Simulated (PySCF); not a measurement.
Compound: pyrimidine, C4H4N2.
SMILES with atom numbers: `[cH:1]1[cH:2][n:3][cH:4][n:5][cH:6]1`

Geometry (GFN2-xTB, Å), atoms numbered from 1 in this order:
```
atom  x, y, z in Å
C1    -1.130    0.131    0.086
C2    -0.270    1.216   -0.011
N3     1.041    1.067   -0.115
C4     1.497   -0.172   -0.121
N5     0.777   -1.275   -0.032
C6    -0.533   -1.122    0.071
H7    -2.197    0.254    0.169
H8    -0.633    2.237   -0.006
H9     2.569   -0.296   -0.207
H10   -1.114   -2.034    0.144
```

NICS is the negative of the GIAO shielding at a point without a nucleus: at the ring centre (0) and 1 Å above and below it (1); zz is the component along the ring normal. Level: GIAO PBE0/pcSseg-1 (PySCF, non-relativistic, gas phase) on the GFN2-xTB geometry, one conformer.

Ring bond lengths (Å), with Mayer bond orders in brackets: C1–C2 1.388 (1.39), C2–N3 1.324 (1.48), N3–C4 1.320 (1.47), C4–N5 1.320 (1.47), N5–C6 1.324 (1.48), C6–C1 1.388 (1.39).

Problem. What do the NICS probes read (ppm)?

Solution. 
| ring | type | NICS(0) | NICS(1), two faces | NICS(1)zz, two faces | rms pucker (Å) | centre to ring atoms, mean (Å) |
| --- | --- | --- | --- | --- | --- | --- |
| C1–C2–N3–C4–N5–C6 | 6-membered ring with 2 N; formal bonds all aromatic | -6.0 | -11.0 / -10.9 | -28.2 / -28.2 | 0.00 | 1.34 |

Problem. What do they say, and how far can they be read as aromaticity?

Solution. 
- C1–C2–N3–C4–N5–C6: mean NICS(1)zz -28.2 ppm, shielded. For a flat ring without four-coordinate atoms the NICS criterion counts such a value as aromatic.

Problem. How equal are the bonds by HOMA? HOMA = 1 − mean of α(R − Ropt)² over the ring bonds, with Krygowski's 1993 parameters (CC: Ropt 1.388 Å, α 257.7 Å⁻²; CN: Ropt 1.334 Å, α 93.52 Å⁻²).

Solution. 
- C1–C2–N3–C4–N5–C6: HOMA 0.99; the largest term is that of N3–C4, α(R − Ropt)² = 0.02. The geometric and the magnetic index point the same way.

Problem. Give the inner angles of the rings and the Hirshfeld charges of the ring atoms.

Solution. 
- C1–C2–N3–C4–N5–C6: C1 116.1° (-0.055 e), C2 122.1° (+0.035 e), N3 116.6° (-0.166 e), C4 126.5° (+0.081 e), N5 116.7° (-0.166 e), C6 122.0° (+0.035 e); sum 720.0° against 720° for a flat convex ring.
